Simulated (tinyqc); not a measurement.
UHF in the sto-6g basis, for H2O+, spin multiplicity 2, step by step (part 1 of 2). Computed by tinyqc, a small Python program that keeps every step (integrals from PySCF). Settings: charge = 1, multiplicity = 2, basis = sto-6g, energy threshold = 1e-10, iteration cap = 70, orthogonalisation = symmetric, start = core, DIIS depth = 4, DIIS from iteration = 3, method = UHF. Command: `OMP_NUM_THREADS=1 python tinyqc.py 31511 31512 out.jsonl` (the two numbers bound the seeds that draw the settings). One thread of a shared host (Intel(R) Xeon(R) Processor @ 2.60GHz), about 0.1 s of CPU time with the checks. Later iterations appear only in the table of the cycle.

## One-electron integrals

Geometry (angstrom):

| atom | x | y | z |
|---|---|---|---|
| O | 0.000000 | 0.000000 | 0.000000 |
| H | 0.000000 | 0.726000 | 0.618000 |
| H | 0.000000 | -0.726000 | 0.618000 |

Basis sto-6g: exponents (1/bohr^2) and contraction coefficients of normalised primitives:

| element | l (shell) | exponent | coefficient |
|---|---|---|---|
| O | s (1) | 1355.584234 | 0.009164 |
| O | s (1) | 248.544885 | 0.049361 |
| O | s (1) | 69.533902 | 0.168538 |
| O | s (1) | 23.886772 | 0.370563 |
| O | s (1) | 9.275933 | 0.416492 |
| O | s (1) | 3.820341 | 0.130334 |
| O | s (2) | 52.187762 | -0.013253 |
| O | s (2) | 10.329320 | -0.046992 |
| O | s (2) | 3.210345 | -0.033785 |
| O | s (2) | 1.235135 | 0.250242 |
| O | s (2) | 0.536420 | 0.595117 |
| O | s (2) | 0.245881 | 0.240706 |
| O | p (3) | 52.187762 | 0.003760 |
| O | p (3) | 10.329320 | 0.037679 |
| O | p (3) | 3.210345 | 0.173897 |
| O | p (3) | 1.235135 | 0.418036 |
| O | p (3) | 0.536420 | 0.425860 |
| O | p (3) | 0.245881 | 0.101708 |
| H | s (1) | 35.523221 | 0.009164 |
| H | s (1) | 6.513144 | 0.049361 |
| H | s (1) | 1.822143 | 0.168538 |
| H | s (1) | 0.625955 | 0.370563 |
| H | s (1) | 0.243077 | 0.416492 |
| H | s (1) | 0.100112 | 0.130334 |

Overlap, kinetic and nuclear-attraction integrals over the contracted functions; the nuclear repulsion is the sum of Za Zb / Rab.

nuclear repulsion = 9.24498301 hartree

overlap S:
```
           1O 1s     1O 2s    1O 2px     1O 2py    1O 2pz     2H 1s      3H 1s
1O 1s   1.000000  0.231145  0.000000   0.000000  0.000000  0.055913   0.055913
1O 2s   0.231145  1.000000  0.000000   0.000000  0.000000  0.479275   0.479275
1O 2px  0.000000  0.000000  1.000000   0.000000  0.000000  0.000000   0.000000
1O 2py  0.000000  0.000000  0.000000   1.000000  0.000000  0.300039  -0.300039
1O 2pz  0.000000  0.000000  0.000000   0.000000  1.000000  0.255405   0.255405
2H 1s   0.055913  0.479275  0.000000   0.300039  0.255405  1.000000   0.275040
3H 1s   0.055913  0.479275  0.000000  -0.300039  0.255405  0.275040   1.000000
```

kinetic energy T (hartree):
```
            1O 1s      1O 2s    1O 2px     1O 2py    1O 2pz      2H 1s      3H 1s
1O 1s   29.327197  -0.896024  0.000000   0.000000  0.000000  -0.002279  -0.002279
1O 2s   -0.896024   0.842618  0.000000   0.000000  0.000000   0.129820   0.129820
1O 2px   0.000000   0.000000  2.531309   0.000000  0.000000   0.000000   0.000000
1O 2py   0.000000   0.000000  0.000000   2.531309  0.000000   0.216859  -0.216859
1O 2pz   0.000000   0.000000  0.000000   0.000000  2.531309   0.184599   0.184599
2H 1s   -0.002279   0.129820  0.000000   0.216859  0.184599   0.768522   0.013914
3H 1s   -0.002279   0.129820  0.000000  -0.216859  0.184599   0.013914   0.768522
```

nuclear attraction V (hartree):
```
             1O 1s       1O 2s      1O 2px      1O 2py      1O 2pz      2H 1s      3H 1s
1O 1s   -62.368382   -6.407868    0.000000    0.000000   -0.021461  -1.776925  -1.776925
1O 2s    -6.407868  -10.095119    0.000000    0.000000   -0.238446  -3.896420  -3.896420
1O 2px    0.000000    0.000000  -10.010309    0.000000    0.000000   0.000000   0.000000
1O 2py    0.000000    0.000000    0.000000  -10.157133    0.000000  -2.176533   2.176533
1O 2pz   -0.021461   -0.238446    0.000000    0.000000  -10.116699  -1.935354  -1.935354
2H 1s    -1.776925   -3.896420    0.000000   -2.176533   -1.935354  -5.877848  -1.758236
3H 1s    -1.776925   -3.896420    0.000000    2.176533   -1.935354  -1.758236  -5.877848
```

core Hamiltonian H = T + V (hartree):
```
             1O 1s      1O 2s     1O 2px     1O 2py     1O 2pz      2H 1s      3H 1s
1O 1s   -33.041185  -7.303892   0.000000   0.000000  -0.021461  -1.779203  -1.779203
1O 2s    -7.303892  -9.252500   0.000000   0.000000  -0.238446  -3.766600  -3.766600
1O 2px    0.000000   0.000000  -7.479001   0.000000   0.000000   0.000000   0.000000
1O 2py    0.000000   0.000000   0.000000  -7.625825   0.000000  -1.959674   1.959674
1O 2pz   -0.021461  -0.238446   0.000000   0.000000  -7.585391  -1.750756  -1.750756
2H 1s    -1.779203  -3.766600   0.000000  -1.959674  -1.750756  -5.109326  -1.744322
3H 1s    -1.779203  -3.766600   0.000000   1.959674  -1.750756  -1.744322  -5.109326
```

## Two-electron integrals

Functions are numbered as in S; the eight-fold symmetry (ij|kl) = (ji|kl) = (kl|ij) leaves the list below.

Two-electron integrals (ij|kl) in chemists' order, unique and non-zero (hartree):
```
(11|11) 4.787491    (21|11) 0.675884    (21|21) 0.121505    (22|11) 1.117379
(22|21) 0.249212    (22|22) 0.817383    (31|31) 0.025762    (32|31) 0.039145
(32|32) 0.180664    (33|11) 1.117381    (33|21) 0.249212    (33|22) 0.817382
(33|33) 0.880663    (41|41) 0.025762    (42|41) 0.039145    (42|42) 0.180664
(43|43) 0.047461    (44|11) 1.117381    (44|21) 0.249212    (44|22) 0.817382
(44|33) 0.785741    (44|44) 0.880663    (51|51) 0.025762    (52|51) 0.039145
(52|52) 0.180664    (53|53) 0.047461    (54|54) 0.047461    (55|11) 1.117381
(55|21) 0.249212    (55|22) 0.817382    (55|33) 0.785741    (55|44) 0.785741
(55|55) 0.880663    (61|11) 0.174587    (61|21) 0.030069    (61|22) 0.060277
(61|33) 0.060146    (61|41) 0.001116    (61|42) 0.002175    (61|44) 0.060374
(61|51) 0.000950    (61|52) 0.001852    (61|54) 0.000194    (61|55) 0.060311
(61|61) 0.007585    (62|11) 0.406238    (62|21) 0.091783    (62|22) 0.331064
(62|33) 0.325704    (62|41) 0.005564    (62|42) 0.040244    (62|44) 0.335028
(62|51) 0.004736    (62|52) 0.034257    (62|54) 0.007936    (62|55) 0.332460
(62|61) 0.022807    (62|62) 0.163667    (63|31) 0.010429    (63|32) 0.057919
(63|43) 0.008390    (63|53) 0.007142    (63|63) 0.023756    (64|11) 0.216726
(64|21) 0.049681    (64|22) 0.191150    (64|33) 0.182427    (64|41) 0.013110
(64|42) 0.080139    (64|44) 0.204651    (64|51) 0.002282    (64|52) 0.018914
(64|54) 0.011775    (64|55) 0.186371    (64|61) 0.012941    (64|62) 0.114933
(64|64) 0.103704    (65|11) 0.184486    (65|21) 0.042291    (65|22) 0.162714
(65|33) 0.155289    (65|41) 0.002282    (65|42) 0.018914    (65|44) 0.159922
(65|51) 0.012371    (65|52) 0.074020    (65|54) 0.012334    (65|55) 0.172931
(65|61) 0.011016    (65|62) 0.097836    (65|64) 0.068054    (65|65) 0.081687
(66|11) 0.533690    (66|21) 0.122806    (66|22) 0.504527    (66|33) 0.484141
(66|41) 0.010092    (66|42) 0.098184    (66|44) 0.519602    (66|51) 0.008590
(66|52) 0.083578    (66|54) 0.030186    (66|55) 0.509837    (66|61) 0.030874
(66|62) 0.308997    (66|64) 0.248105    (66|65) 0.211197    (66|66) 0.774999
(71|11) 0.174587    (71|21) 0.030069    (71|22) 0.060277    (71|33) 0.060146
(71|41) -0.001116   (71|42) -0.002175   (71|44) 0.060374    (71|51) 0.000950
(71|52) 0.001852    (71|54) -0.000194   (71|55) 0.060311    (71|61) 0.007480
(71|62) 0.022099    (71|64) 0.011359    (71|65) 0.010668    (71|66) 0.029501
(71|71) 0.007585    (72|11) 0.406238    (72|21) 0.091783    (72|22) 0.331064
(72|33) 0.325704    (72|41) -0.005564   (72|42) -0.040244   (72|44) 0.335028
(72|51) 0.004736    (72|52) 0.034257    (72|54) -0.007936   (72|55) 0.332460
(72|61) 0.022099    (72|62) 0.135694    (72|64) 0.065123    (72|65) 0.078951
(72|66) 0.213743    (72|71) 0.022807    (72|72) 0.163667    (73|31) 0.010429
(73|32) 0.057919    (73|43) -0.008390   (73|53) 0.007142    (73|63) 0.019172
(73|73) 0.023756    (74|11) -0.216726   (74|21) -0.049681   (74|22) -0.191150
(74|33) -0.182427   (74|41) 0.013110    (74|42) 0.080139    (74|44) -0.204651
(74|51) -0.002282   (74|52) -0.018914   (74|54) 0.011775    (74|55) -0.186371
(74|61) -0.011359   (74|62) -0.065123   (74|64) -0.012410   (74|65) -0.036981
(74|66) -0.089218   (74|71) -0.012941   (74|72) -0.114933   (74|74) 0.103704
(75|11) 0.184486    (75|21) 0.042291    (75|22) 0.162714    (75|33) 0.155289
(75|41) -0.002282   (75|42) -0.018914   (75|44) 0.159922    (75|51) 0.012371
(75|52) 0.074020    (75|54) -0.012334   (75|55) 0.172931    (75|61) 0.010668
(75|62) 0.078951    (75|64) 0.036981    (75|65) 0.064417    (75|66) 0.136844
(75|71) 0.011016    (75|72) 0.097836    (75|74) -0.068054   (75|75) 0.081687
(76|11) 0.173600    (76|21) 0.039622    (76|22) 0.154660    (76|33) 0.150999
(76|44) 0.153767    (76|51) 0.003239    (76|52) 0.027615    (76|55) 0.159214
(76|61) 0.009758    (76|62) 0.076512    (76|64) 0.046103    (76|65) 0.051426
(76|66) 0.149406    (76|71) 0.009758    (76|72) 0.076512    (76|74) -0.046103
(76|75) 0.051426    (76|76) 0.043376    (77|11) 0.533690    (77|21) 0.122806
(77|22) 0.504527    (77|33) 0.484141    (77|41) -0.010092   (77|42) -0.098184
(77|44) 0.519602    (77|51) 0.008590    (77|52) 0.083578    (77|54) -0.030186
(77|55) 0.509837    (77|61) 0.029501    (77|62) 0.213743    (77|64) 0.089218
(77|65) 0.136844    (77|66) 0.355994    (77|71) 0.030874    (77|72) 0.308997
(77|74) -0.248105   (77|75) 0.211197    (77|76) 0.149406    (77|77) 0.774999
```

## Orthogonalisation

S = U s U^T; symmetric (Loewdin) form X = U s^(-1/2) U^T, so that X^T S X = 1.

eigenvalues of S: 0.339246  0.416432  0.883920  1.000000  1.094971  1.308528  1.956903

X:
```
            1O 1s      1O 2s    1O 2px     1O 2py     1O 2pz      2H 1s      3H 1s
1O 1s    1.022838  -0.138770  0.000000   0.000000  -0.009985   0.019875   0.019875
1O 2s   -0.138770   1.249303  0.000000   0.000000   0.119518  -0.297744  -0.297744
1O 2px   0.000000   0.000000  1.000000   0.000000   0.000000   0.000000   0.000000
1O 2py   0.000000   0.000000  0.000000   1.107792   0.000000  -0.227169   0.227169
1O 2pz  -0.009985   0.119518  0.000000   0.000000   1.062533  -0.156260  -0.156260
2H 1s    0.019875  -0.297744  0.000000  -0.227169  -0.156260   1.216194  -0.099840
3H 1s    0.019875  -0.297744  0.000000   0.227169  -0.156260  -0.099840   1.216194
```

## Starting guess

The start is the orbitals of the core Hamiltonian; D(s) = C_occ C_occ^T for each spin.

D(alpha) at the start:
```
            1O 1s      1O 2s    1O 2px     1O 2py     1O 2pz      2H 1s      3H 1s
1O 1s    1.064063  -0.298573  0.000000   0.000000  -0.029849   0.045575   0.045575
1O 2s   -0.298573   1.383243  0.000000   0.000000   0.191037  -0.206189  -0.206189
1O 2px   0.000000   0.000000  1.000000   0.000000   0.000000   0.000000   0.000000
1O 2py   0.000000   0.000000  0.000000   1.185075   0.000000  -0.191654   0.191654
1O 2pz  -0.029849   0.191037  0.000000   0.000000   1.109040  -0.135819  -0.135819
2H 1s    0.045575  -0.206189  0.000000  -0.191654  -0.135819   0.072377   0.010388
3H 1s    0.045575  -0.206189  0.000000   0.191654  -0.135819   0.010388   0.072377
```

D(beta) at the start:
```
            1O 1s      1O 2s    1O 2px     1O 2py     1O 2pz      2H 1s      3H 1s
1O 1s    1.064063  -0.298573  0.000000   0.000000  -0.029849   0.045575   0.045575
1O 2s   -0.298573   1.383243  0.000000   0.000000   0.191037  -0.206189  -0.206189
1O 2px   0.000000   0.000000  0.000000   0.000000   0.000000   0.000000   0.000000
1O 2py   0.000000   0.000000  0.000000   1.185075   0.000000  -0.191654   0.191654
1O 2pz  -0.029849   0.191037  0.000000   0.000000   1.109040  -0.135819  -0.135819
2H 1s    0.045575  -0.206189  0.000000  -0.191654  -0.135819   0.072377   0.010388
3H 1s    0.045575  -0.206189  0.000000   0.191654  -0.135819   0.010388   0.072377
```

## Iteration 1: building the Fock matrix

J_ij = sum D_kl (ij|kl) with D = D(alpha) + D(beta), K_ij = sum D_kl (ik|jl) for each spin; F = H + J - K(s); E = tr D H + tr D J / 2 - 0.5 sum_s tr D(s) K(s) + E_nn.

Coulomb J (hartree):
```
            1O 1s      1O 2s    1O 2px     1O 2py     1O 2pz     2H 1s      3H 1s
1O 1s   17.739113   3.149995  0.000000   0.000000   0.005052  0.785152   0.785152
1O 2s    3.149995   8.067787  0.000000   0.000000  -0.006534  3.159656   3.159656
1O 2px   0.000000   0.000000  8.010072   0.000000   0.000000  0.000000   0.000000
1O 2py   0.000000   0.000000  0.000000   8.096108   0.000000  1.786343  -1.786343
1O 2pz   0.005052  -0.006534  0.000000   0.000000   8.097177  1.516006   1.516006
2H 1s    0.785152   3.159656  0.000000   1.786343   1.516006  4.596355   1.435145
3H 1s    0.785152   3.159656  0.000000  -1.786343   1.516006  1.435145   4.596355
```

exchange K(alpha) (hartree):
```
           1O 1s     1O 2s    1O 2px     1O 2py    1O 2pz     2H 1s      3H 1s
1O 1s   4.950433  0.799022  0.000000   0.000000  0.000789  0.212325   0.212325
1O 2s   0.799022  1.426973  0.000000   0.000000  0.000211  0.491076   0.491076
1O 2px  0.000000  0.000000  1.191141   0.000000  0.000000  0.000000   0.000000
1O 2py  0.000000  0.000000  0.000000   1.185451  0.000000  0.207698  -0.207698
1O 2pz  0.000789  0.000211  0.000000   0.000000  1.185301  0.175456   0.175456
2H 1s   0.212325  0.491076  0.000000   0.207698  0.175456  0.253111   0.162939
3H 1s   0.212325  0.491076  0.000000  -0.207698  0.175456  0.162939   0.253111
```

exchange K(beta) (hartree):
```
           1O 1s     1O 2s    1O 2px     1O 2py    1O 2pz     2H 1s      3H 1s
1O 1s   4.924670  0.759877  0.000000   0.000000  0.000789  0.201896   0.201896
1O 2s   0.759877  1.246308  0.000000   0.000000  0.000211  0.433157   0.433157
1O 2px  0.000000  0.000000  0.310478   0.000000  0.000000  0.000000   0.000000
1O 2py  0.000000  0.000000  0.000000   1.137990  0.000000  0.199308  -0.199308
1O 2pz  0.000789  0.000211  0.000000   0.000000  1.137840  0.168314   0.168314
2H 1s   0.201896  0.433157  0.000000   0.199308  0.168314  0.229354   0.143768
3H 1s   0.201896  0.433157  0.000000  -0.199308  0.168314  0.143768   0.229354
```

F(alpha) (hartree):
```
             1O 1s      1O 2s     1O 2px     1O 2py     1O 2pz      2H 1s      3H 1s
1O 1s   -20.252505  -4.952919   0.000000   0.000000  -0.017197  -1.206377  -1.206377
1O 2s    -4.952919  -2.611686   0.000000   0.000000  -0.245192  -1.098019  -1.098019
1O 2px    0.000000   0.000000  -0.660069   0.000000   0.000000   0.000000   0.000000
1O 2py    0.000000   0.000000   0.000000  -0.715168   0.000000  -0.381029   0.381029
1O 2pz   -0.017197  -0.245192   0.000000   0.000000  -0.673515  -0.410206  -0.410206
2H 1s    -1.206377  -1.098019   0.000000  -0.381029  -0.410206  -0.766081  -0.472117
3H 1s    -1.206377  -1.098019   0.000000   0.381029  -0.410206  -0.472117  -0.766081
```

F(beta) (hartree):
```
             1O 1s      1O 2s    1O 2px     1O 2py     1O 2pz      2H 1s      3H 1s
1O 1s   -20.226742  -4.913775  0.000000   0.000000  -0.017197  -1.195947  -1.195947
1O 2s    -4.913775  -2.431022  0.000000   0.000000  -0.245192  -1.040100  -1.040100
1O 2px    0.000000   0.000000  0.220594   0.000000   0.000000   0.000000   0.000000
1O 2py    0.000000   0.000000  0.000000  -0.667707   0.000000  -0.372639   0.372639
1O 2pz   -0.017197  -0.245192  0.000000   0.000000  -0.626054  -0.403064  -0.403064
2H 1s    -1.195947  -1.040100  0.000000  -0.372639  -0.403064  -0.742325  -0.452945
3H 1s    -1.195947  -1.040100  0.000000   0.372639  -0.403064  -0.452945  -0.742325
```

total energy of this density = -74.15599807 hartree

## Iteration 1: diagonalisation and new density

Diagonalise F' = X^T F X, C = X C', fill 5 alpha and 4 beta electrons from the bottom; D(s) = C_occ C_occ^T. Each column has its largest component positive (the first on a tie).

F' = X^T F X (alpha) (hartree):
```
            1          2          3          4          5          6          7
1  -19.919395  -2.484727   0.000000   0.000000  -0.014926  -0.217628  -0.217628
2   -2.484727  -1.557946   0.000000   0.000000  -0.079032  -0.437761  -0.437761
3    0.000000   0.000000  -0.660069   0.000000   0.000000   0.000000   0.000000
4    0.000000   0.000000   0.000000  -0.524443   0.000000  -0.326965   0.326965
5   -0.014926  -0.079032   0.000000   0.000000  -0.563340  -0.254294  -0.254294
6   -0.217628  -0.437761   0.000000  -0.326965  -0.254294  -0.235743  -0.108453
7   -0.217628  -0.437761   0.000000   0.326965  -0.254294  -0.108453  -0.235743
```

orbital energies (alpha) (hartree): MO1 -20.257262, MO2 -1.562294, MO3 -0.829101, MO4 -0.660069, MO5 -0.645587, MO6 0.080266, MO7 0.177368

coefficients C (alpha):
```
              MO1        MO2        MO3       MO4        MO5        MO6        MO7
1O 1s    0.995811  -0.231429   0.000000  0.000000   0.099975  -0.105588   0.000000
1O 2s    0.019805   0.902853   0.000000  0.000000  -0.511012   0.833626   0.000000
1O 2px   0.000000   0.000000   0.000000  1.000000   0.000000   0.000000   0.000000
1O 2py   0.000000   0.000000   0.748302  0.000000   0.000000   0.000000  -0.877758
1O 2pz   0.003360   0.246571   0.000000  0.000000   0.818472   0.679331   0.000000
2H 1s   -0.004600   0.078413   0.322289  0.000000   0.205279  -0.829625   0.902057
3H 1s   -0.004600   0.078413  -0.322289  0.000000   0.205279  -0.829625  -0.902057
```

F' = X^T F X (beta) (hartree):
```
            1          2         3          4          5          6          7
1  -19.899834  -2.468167  0.000000   0.000000  -0.014344  -0.218507  -0.218507
2   -2.468167  -1.366231  0.000000   0.000000  -0.074144  -0.426675  -0.426675
3    0.000000   0.000000  0.220594   0.000000   0.000000   0.000000   0.000000
4    0.000000   0.000000  0.000000  -0.474172   0.000000  -0.327181   0.327181
5   -0.014344  -0.074144  0.000000   0.000000  -0.514176  -0.254130  -0.254130
6   -0.218507  -0.426675  0.000000  -0.327181  -0.254130  -0.231401  -0.106917
7   -0.218507  -0.426675  0.000000   0.327181  -0.254130  -0.106917  -0.231401
```

orbital energies (beta) (hartree): MO1 -20.230390, MO2 -1.414673, MO3 -0.793965, MO4 -0.582705, MO5 0.109209, MO6 0.195309, MO7 0.220594

coefficients C (beta):
```
              MO1        MO2        MO3        MO4        MO5        MO6       MO7
1O 1s    0.996363  -0.220074   0.000000   0.111511  -0.112857   0.000000  0.000000
1O 2s    0.017280   0.844542   0.000000  -0.556601   0.865013   0.000000  0.000000
1O 2px   0.000000   0.000000   0.000000   0.000000   0.000000   0.000000  1.000000
1O 2py   0.000000   0.000000   0.728657   0.000000   0.000000  -0.894133  0.000000
1O 2pz   0.003057   0.270183   0.000000   0.807022   0.684034   0.000000  0.000000
2H 1s   -0.004047   0.117149   0.342209   0.195826  -0.827344   0.894690  0.000000
3H 1s   -0.004047   0.117149  -0.342209   0.195826  -0.827344  -0.894690  0.000000
```

D(alpha) after iteration 1:
```
            1O 1s      1O 2s    1O 2px     1O 2py     1O 2pz      2H 1s      3H 1s
1O 1s    1.055195  -0.240313  0.000000   0.000000   0.028109  -0.002205  -0.002205
1O 2s   -0.240313   1.076669  0.000000   0.000000  -0.195565  -0.034196  -0.034196
1O 2px   0.000000   0.000000  1.000000   0.000000   0.000000   0.000000   0.000000
1O 2py   0.000000   0.000000  0.000000   0.559955   0.000000   0.241169  -0.241169
1O 2pz   0.028109  -0.195565  0.000000   0.000000   0.730705   0.187334   0.187334
2H 1s   -0.002205  -0.034196  0.000000   0.241169   0.187334   0.152179  -0.055561
3H 1s   -0.002205  -0.034196  0.000000  -0.241169   0.187334  -0.055561   0.152179
```

D(beta) after iteration 1:
```
            1O 1s      1O 2s    1O 2px     1O 2py     1O 2pz      2H 1s      3H 1s
1O 1s    1.053607  -0.230712  0.000000   0.000000   0.033578  -0.007977  -0.007977
1O 2s   -0.230712   1.023354  0.000000   0.000000  -0.220955  -0.010130  -0.010130
1O 2px   0.000000   0.000000  0.000000   0.000000   0.000000   0.000000   0.000000
1O 2py   0.000000   0.000000  0.000000   0.530941   0.000000   0.249353  -0.249353
1O 2pz   0.033578  -0.220955  0.000000   0.000000   0.724293   0.189675   0.189675
2H 1s   -0.007977  -0.010130  0.000000   0.249353   0.189675   0.169195  -0.065019
3H 1s   -0.007977  -0.010130  0.000000  -0.249353   0.189675  -0.065019   0.169195
```
